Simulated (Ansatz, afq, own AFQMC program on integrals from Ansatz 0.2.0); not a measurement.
# Where AFQMC and coupled cluster stand for HBr$_{2}$, doublet

```tsv
atom	x (Å)	y (Å)	z (Å)
Br	0.0000	0.0000	-1.7693
H	0.0000	0.0000	0.1197
Br	0.0000	0.0000	1.6497
```

Connectivity, by distances: Br ··· Br, 1 bridging H.

Basis cc-pVTZ. Only valence electrons are correlated. AFQMC by an in-house program on the Cholesky factors that Ansatz 0.2.0 writes for its CCSD(T) run. ph-AFQMC/CISD is guided by a CISD state made of CCSD amplitudes; releasing the constraint for a short imaginary time cuts its bias at the price of noise, slowly where states lie close. Error bars are statistical, one sigma. No spin–orbit coupling.

Determinant: UHF, the one that the program's search chose, which needn't be the lowest solution. The geometry is a point of a scan.

No full CI on the walks' own integrals is used here; CCSDT(Q) serves as the reference and is uncertain by about the last step of the cluster series.

Cautions: no relativity below Rb; no spin-orbit coupling; inner d shell frozen; the ph-AFQMC/CISD walk drifts between its halves (2.1 errors).

```
T1 diagnostic                               : 0.0122
weight of the determinant in the CISD state : 0.856
⟨S²⟩ of the determinant                     : 0.784
size of the correlated space                : 15 electrons in 72 orbitals
```

(1) Estimate: order these by the size of their error in total energy against CCSDT(Q), smallest first.
A. CCSD(T)
B. CCSD
C. MP2
D. phaseless AFQMC with a CISD trial

(1) D (0.32 ± 0.12 kcal/mol), A (1.04 kcal/mol), B (9.15 kcal/mol), C (32.83 kcal/mol).

Reference: CCSDT(Q), correlation energy -10.117 eV.

A walk keeps the symmetry of its determinant, which the program's search chose and which needn't be the lowest solution, so a lower state of the same spin and another symmetry isn't excluded.
